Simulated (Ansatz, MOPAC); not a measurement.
System: CH$_{5}$S, net charge 1, singlet state. SMILES: C[SH2+]

Atoms: C1, S2, H3, H4, H5, H6, H7. Bonds: C1-S2, C1-H4, C1-H5, C1-H6, S2-H3, S2-H7.

Bond lengths (Å) and angles (degrees) optimised at PM3 with MOPAC; MNDO with MOPAC; B3LYP/LANL2DZ with Ansatz (a quantum-chemistry and plane-wave program), each started from the B3LYP-D3(BJ)/def2-TZVP structure (Ansatz) of the last column. A row stands for all coordinates that are equal there; 7 of 10 kinds are shown. No wavenumbers were computed at MNDO, B3LYP/LANL2DZ, so these may be saddle points.

| coordinate | PM3 | MNDO | B3LYP/LANL2DZ | B3LYP-D3(BJ)/def2-TZVP |
|---|---|---|---|---|
| C1-S2 | 1.797 | 1.769 | 1.928 | 1.826 |
| C1-H4 | 1.103 | 1.107 | 1.091 | 1.088 |
| C1-H6 | 1.098 | 1.105 | 1.090 | 1.085 |
| S2-H3 | 1.277 | 1.321 | 1.380 | 1.353 |
| S2-C1-H4 | 109.4 | 107.5 | 105.3 | 105.9 |
| S2-C1-H6 | 116.2 | 111.7 | 109.6 | 110.6 |
| C1-S2-H3 | 102.6 | 103.4 | 100.8 | 100.1 |

Mean signed difference of all 6 bond lengths from B3LYP-D3(BJ)/def2-TZVP: PM3 -0.023 Å, MNDO -0.011 Å, B3LYP/LANL2DZ 0.027 Å.
